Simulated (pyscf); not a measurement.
Optimised with ωB97X-D3(BJ)/def2-SVP in PySCF. MP2 and CC: frozen core, UHF for open shells. ΔMP2 is the change of the MP2 total energy from the triple- to the quadruple-zeta basis.

Task: HS–GeH₃ + hydrogen chloride (HCl) → H₂S + germylene (GeH₂) [singlet] + hydrogen chloride (HCl)
Surface: singlet. Broken: Ge–S, Ge–H, Cl–H. Formed: H–S, Cl–H. Give ΔE‡ and ΔE from CCSD(T)/def2-TZVPP + ΔMP2(QZVPP), relative to the separated reactants.

Result: ΔE‡ = 1.54 eV, ΔE = +2.20 eV. Zero-point energy shifts the barrier by -0.04 eV. It is a multi-bond step, with an imaginary mode of 1018i cm⁻¹. On the reactant side the descent ends in a complex (not fully relaxed), 0.21 eV under the separated species and 1.69 eV under the saddle at ωB97X-D3(BJ)/def2-TZVP. On the product side the descent ends in an adduct with a Ge–S contact, 1.14 eV under the separated species and 0.22 eV under the saddle at ωB97X-D3(BJ)/def2-TZVP. At CCSD(T) the saddle lies under the separated products, which points to a path from their complex (located at ωB97X-D3(BJ) alone), and parting the products costs more than the saddle. What is counted as broken (Ge–S) persists as a longer contact in the product adduct; parting that adduct is a step of its own. The same reactants have a lower exit, to H₂S + Cl–GeH₃ (barrier +1.15 eV at ωB97M-D3(BJ)/def2-TZVP, against +1.46 eV here). One saddle was located; it need not be the lowest between these sides. The CCSD(T) − MP2 part came from Ansatz, without density fitting, on the same reference. The frozen core leaves the outer d or s,p core shells of the metals and heavy elements correlated in the MP2 and CC values, and def2-TZVPP describes them poorly, which can shift differences by a few kcal/mol. Elements up to Kr have no core potential and no relativistic terms here.
